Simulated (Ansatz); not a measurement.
# C2H6FS: the cost of one run

Program: Ansatz 0.2.0. Level of theory: UKS PBE-D4/6-31G. These are calculated values, not measurements.

### Step 1. The structure to begin with

Bond lengths: S2–C3 1.805 Å, C4–F5 1.353 Å, C3–H6 1.087 Å, C3–H7 1.087 Å, C3–H8 1.086 Å, C4–H9 1.085 Å, C4–H10 1.083 Å. Angles: S2–C3–H6 109.2°, S2–C3–H7 109.3°, S2–C3–H8 108.4°, H6–C3–H7 109.6°, H6–C3–H8 110.5°, H7–C3–H8 109.7°, F5–C4–H9 109.9°, F5–C4–H10 110.2°, H9–C4–H10 115.4°.

As a file:

```xyz
10

H    -0.9085   -0.4806    0.2556
S     0.4456   -1.2969    1.1082
C     1.7373   -0.2145    0.4619
C    -1.7180    0.2934   -0.5625
F    -1.1058    1.4960   -0.6548
H     2.0779    0.4480    1.2533
H     1.3361    0.3737   -0.3590
H     2.5556   -0.8321    0.1045
H    -1.7428   -0.1850   -1.5363
H    -2.6775    0.3980   -0.0710
```

### Step 2. Pulling towards end A

Springs on the bonds that form and break draw the guess towards this end; the thresholds are loose.

input.yaml reads:

```yaml
crystal:
  periodic: [false, false, false]
  atoms:
    - { symbol: H, position_ang: [-0.9085, -0.4806, 0.2556] }
    - { symbol: S, position_ang: [0.4456, -1.2969, 1.1082] }
    - { symbol: C, position_ang: [1.7373, -0.2145, 0.4619] }
    - { symbol: C, position_ang: [-1.718, 0.2934, -0.5625] }
    - { symbol: F, position_ang: [-1.1058, 1.496, -0.6548] }
    - { symbol: H, position_ang: [2.0779, 0.448, 1.2533] }
    - { symbol: H, position_ang: [1.3361, 0.3737, -0.359] }
    - { symbol: H, position_ang: [2.5556, -0.8321, 0.1045] }
    - { symbol: H, position_ang: [-1.7428, -0.185, -1.5363] }
    - { symbol: H, position_ang: [-2.6775, 0.398, -0.071] }
magnetization:
  spin_polarized: true
  initial_magnetization: 1
basis:
  gaussian: { orbitals: "6-31G" }
hamiltonian:
  xc: pbe
  dispersion: d4
relax:
  f_tol: 0.15
  max_steps: 25
  restrain:
    - { distance: [0, 3], at: 2.37, k: 30.0 }
    - { distance: [1, 0], at: 1.36, k: 30.0 }
output:
  orbitals: {}
```

Started as:

```console
ansatz run input.yaml --threads 1 --pin off --max-ram 2048MiB --backend cpu --events-out ev --progress --plain --runs-dir out
```

Q: Estimate wall time and peak memory on 1 thread of Arm Neoverse V1, shared host.

About 31 s, with a peak of 0.15 GiB.
